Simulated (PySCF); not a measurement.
Isomers of C3H4. All species are isolated molecules in the gas phase. Strings in code marks are SMILES.

Calculation: PySCF with PBE-D3(BJ)/def2-TZVP // PBE0-D3(BJ)/def2-TZVP. All candidates: neutral, multiplicity 1. 

```json
{
  "dipole_moment": "0.49 D",
  "HOMO": "-6.08 eV",
  "HOMO–LUMO gap": "5.12 eV"
}
```

**Question.** Name which member has these values.
(A) `C1=CC1`
(B) `C=C=C`
(C) `C#CC`

**Answer.** A, `C1=CC1`. The others give `C#CC`: 0.86 D, -6.48 eV, 6.76 eV; `C=C=C`: 0.00 D, -6.55 eV, 5.85 eV
